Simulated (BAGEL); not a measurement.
**One shape, several levels: C3H3N (E-propargylimine)**

Wanted: a comparison of 3 runs (HF/STO-3G, HF/3-21G, HF/6-31G*) of C3H3N (E-propargylimine). 

The calculation is run with BAGEL 1.2.2.

## 1. The structure to begin with

C3H3N: 7 atoms, total charge 0, spin state singlet. As SMILES, `[H]/N=C/C#C`. One bond was lengthened or shortened from a relaxed shape.

Bond lengths: N2–C3 1.259 Å, C3–C4 1.417 Å, C4–C5 1.201 Å, H1–N2 1.018 Å, C3–H6 1.102 Å, C5–H7 1.208 Å. Angles: N2–C3–C4 120.9°, C3–C4–C5 177.6°, N2–C3–H6 125.8°, C4–C3–H6 113.3°, H1–N2–C3 115.4°, C4–C5–H7 179.2°.

## 2. The energy at HF/STO-3G (density fitting with qzvpp-jkfit) (run 1)

hf.json reads:

```json
{ "bagel" : [

{
  "title" : "molecule",
  "basis" : "sto-3g",
  "df_basis" : "qzvpp-jkfit",
  "angstrom" : "true",
  "geometry" : [
    { "atom" : "H", "xyz" : [    0.873747,   -2.168781,    1.280937 ] },
    { "atom" : "N", "xyz" : [    0.202027,   -1.601491,    0.768587 ] },
    { "atom" : "C", "xyz" : [    0.604287,   -0.454351,    0.440167 ] },
    { "atom" : "C", "xyz" : [   -0.234523,    0.433419,   -0.277623 ] },
    { "atom" : "C", "xyz" : [   -0.907963,    1.218519,   -0.888073 ] },
    { "atom" : "H", "xyz" : [    1.597627,   -0.032331,    0.662317 ] },
    { "atom" : "H", "xyz" : [   -1.596370,    1.996260,   -1.504120 ] }
  ]
},
{ "title" : "hf" },
{ "title" : "print", "file" : "orbitals.molden", "orbitals" : "true" }

]}
```

On the command line:

```sh
BAGEL_NUM_THREADS=1 BAGEL hf.json > hf.out
```

The program printed:

```text
* using 1 threads per process

  ===============================================================
  ===============================================================

  *** Geometry ***

  { "atom" : "H", "xyz" : [      1.651143,     -4.098402,      2.420620 ] },
  { "atom" : "N", "xyz" : [      0.381776,     -3.026379,      1.452419 ] },
  { "atom" : "C", "xyz" : [      1.141937,     -0.858599,      0.831795 ] },
  { "atom" : "C", "xyz" : [     -0.443184,      0.819043,     -0.524631 ] },
  { "atom" : "C", "xyz" : [     -1.715801,      2.302667,     -1.678215 ] },
  { "atom" : "H", "xyz" : [      3.019077,     -0.061097,      1.251598 ] },
  { "atom" : "H", "xyz" : [     -3.016702,      3.772385,     -2.842375 ] },

  Number of auxiliary basis functions:      356

  Since a DF basis is specified, we compute 2- and 3-index integrals:
    o Being stored without compression. Storage requirement is 0.002 GB

  Number of basis functions:       23
  Number of electrons      :       28

    * METHOD: MOLECULE                             0.08

  *** RHF ***

  === Nuclear Repulsion ===
    90.3664172220

      * DIIS with orbital gradients will be used.

  === RHF iteration (sto-3g) ===
      0       -167.45122634          0.02097725           0.00
      1       -167.51213737          0.01164559           0.00
      2       -167.53028568          0.00201201           0.00
[... 11 lines of this table left out ...]
     14       -167.53165960          0.00000001           0.00
    * SCF iteration converged.

    * Permanent dipole moment:
           (   -0.543423,    -0.366298,    -0.061009) a.u.

    * METHOD: HF                                   0.11

    * METHOD: PRINT                                0.00

  ===============================================================
```

It took 0.3 s on 1 thread of Arm Neoverse V1, shared host.

## 3. A single-point energy at HF/3-21G (density fitting with qzvpp-jkfit) (run 2)

hf.json reads:

```json
{ "bagel" : [

{
  "title" : "molecule",
  "basis" : "3-21g",
  "df_basis" : "qzvpp-jkfit",
  "angstrom" : true,
  "geometry" : [
    { "atom" : "H", "xyz" : [       0.873747,      -2.168781,       1.280937 ] },
    { "atom" : "N", "xyz" : [       0.202027,      -1.601491,       0.768587 ] },
    { "atom" : "C", "xyz" : [       0.604287,      -0.454351,       0.440167 ] },
    { "atom" : "C", "xyz" : [      -0.234523,       0.433419,      -0.277623 ] },
    { "atom" : "C", "xyz" : [      -0.907963,       1.218519,      -0.888073 ] },
    { "atom" : "H", "xyz" : [       1.597627,      -0.032331,       0.662317 ] },
    { "atom" : "H", "xyz" : [      -1.596370,       1.996260,      -1.504120 ] }
  ]
},

{ "title" : "hf" },

{ "title" : "print", "file" : "orbitals.molden", "orbitals" : true }

]}
```

On the command line:

```sh
BAGEL_NUM_THREADS=1 BAGEL hf.json > hf.out
```

The program printed:

```text
* using 1 threads per process

  ===============================================================
  ===============================================================

  *** Geometry ***

  { "atom" : "H", "xyz" : [      1.651143,     -4.098402,      2.420620 ] },
  { "atom" : "N", "xyz" : [      0.381776,     -3.026379,      1.452419 ] },
  { "atom" : "C", "xyz" : [      1.141937,     -0.858599,      0.831795 ] },
  { "atom" : "C", "xyz" : [     -0.443184,      0.819043,     -0.524631 ] },
  { "atom" : "C", "xyz" : [     -1.715801,      2.302667,     -1.678215 ] },
  { "atom" : "H", "xyz" : [      3.019077,     -0.061097,      1.251598 ] },
  { "atom" : "H", "xyz" : [     -3.016702,      3.772385,     -2.842375 ] },

  Number of auxiliary basis functions:      356

  Since a DF basis is specified, we compute 2- and 3-index integrals:
    o Being stored without compression. Storage requirement is 0.005 GB

  Number of basis functions:       42
  Number of electrons      :       28

    * METHOD: MOLECULE                             0.08

  *** RHF ***

  === Nuclear Repulsion ===
    90.3664172220

      * DIIS with orbital gradients will be used.

  === RHF iteration (3-21g) ===
      0       -168.61613590          0.02652214           0.01
      1       -168.69915524          0.01586401           0.01
      2       -168.72957855          0.00282621           0.01
[... 14 lines of this table left out ...]
     17       -168.73187086          0.00000001           0.01
    * SCF iteration converged.

    * Permanent dipole moment:
           (   -0.666766,    -0.435784,    -0.079708) a.u.

    * METHOD: HF                                   0.25

    * METHOD: PRINT                                0.01

  ===============================================================
```

Wall time 0.46 s (1 thread of Arm Neoverse V1, shared host).

## 4. A single-point energy at HF/6-31G(d) (density fitting with qzvpp-jkfit, spherical functions) (run 3)

job.json reads:

```json
{ "bagel" : [

{
  "title" : "molecule",
  "basis" : "6-31gs.json",
  "df_basis" : "qzvpp-jkfit",
  "angstrom" : true,
  "geometry" : [
    { "atom" : "H", "xyz" : [       0.873747,      -2.168781,       1.280937 ] },
    { "atom" : "N", "xyz" : [       0.202027,      -1.601491,       0.768587 ] },
    { "atom" : "C", "xyz" : [       0.604287,      -0.454351,       0.440167 ] },
    { "atom" : "C", "xyz" : [      -0.234523,       0.433419,      -0.277623 ] },
    { "atom" : "C", "xyz" : [      -0.907963,       1.218519,      -0.888073 ] },
    { "atom" : "H", "xyz" : [       1.597627,      -0.032331,       0.662317 ] },
    { "atom" : "H", "xyz" : [      -1.596370,       1.996260,      -1.504120 ] }
  ]
},

{
  "title" : "hf"
},

{
  "title" : "print",
  "file" : "orbitals.molden",
  "orbitals" : true
}

]}
```

The basis set 6-31G* is read from a file made from the Basis Set Exchange's data (not shown).

On the command line:

```sh
BAGEL_NUM_THREADS=1 BAGEL job.json > job.out
```

The program printed:

```text
* using 1 threads per process

  ===============================================================
  ===============================================================

  *** Geometry ***

  { "atom" : "H", "xyz" : [      1.651143,     -4.098402,      2.420620 ] },
  { "atom" : "N", "xyz" : [      0.381776,     -3.026379,      1.452419 ] },
  { "atom" : "C", "xyz" : [      1.141937,     -0.858599,      0.831795 ] },
  { "atom" : "C", "xyz" : [     -0.443184,      0.819043,     -0.524631 ] },
  { "atom" : "C", "xyz" : [     -1.715801,      2.302667,     -1.678215 ] },
  { "atom" : "H", "xyz" : [      3.019077,     -0.061097,      1.251598 ] },
  { "atom" : "H", "xyz" : [     -3.016702,      3.772385,     -2.842375 ] },

  Number of auxiliary basis functions:      356

  Since a DF basis is specified, we compute 2- and 3-index integrals:
    o Being stored without compression. Storage requirement is 0.011 GB

  Number of basis functions:       62
  Number of electrons      :       28

    * METHOD: MOLECULE                             0.11

  *** RHF ***

  === Nuclear Repulsion ===
    90.3664172220

      * DIIS with orbital gradients will be used.

  === RHF iteration (6-31gs.json) ===
      0       -169.51396582          0.02375031           0.02
      1       -169.63027969          0.01432242           0.02
      2       -169.68183283          0.00266917           0.02
[... 13 lines of this table left out ...]
     16       -169.68488006          0.00000001           0.02
    * SCF iteration converged.

    * Permanent dipole moment:
           (   -0.618574,    -0.501540,    -0.032427) a.u.

    * METHOD: HF                                   0.38

    * METHOD: PRINT                                0.01

  ===============================================================
```

It took 0.62 s on 1 thread of Arm Neoverse V1, shared host.

## 5. Overview of the runs

```csv
run,level,energy (Eh),dipole moment (D),HOMO energy (eV),LUMO energy (eV),wall time
1,HF/STO-3G (density fitting with qzvpp-jkfit),-167.531660,1.67,-8.52,6.60,0.3 s
2,HF/3-21G (density fitting with qzvpp-jkfit),-168.731871,2.03,-10.36,3.22,0.46 s
3,"HF/6-31G* (density fitting with qzvpp-jkfit, spherical functions)",-169.684880,2.03,-10.30,3.09,0.62 s
```

## 6. What came out

```
            quantity          value
 run 3: total energy  -169.68488 Eh
run 3: dipole moment         2.03 D
  run 3: HOMO energy      -10.30 eV
  run 3: LUMO energy        3.09 eV
run 3: HOMO–LUMO gap       13.38 eV
```

The dipole moment (its size) runs from 1.67 D (HF/STO-3G) to 2.03 D (HF/3-21G). The HOMO–LUMO gap runs from 13.38 eV (HF/6-31G*) to 15.12 eV (HF/STO-3G). In run 1 the basis is minimal, so the values are rough. All runs together took 1.4 s, the longest 0.62 s.
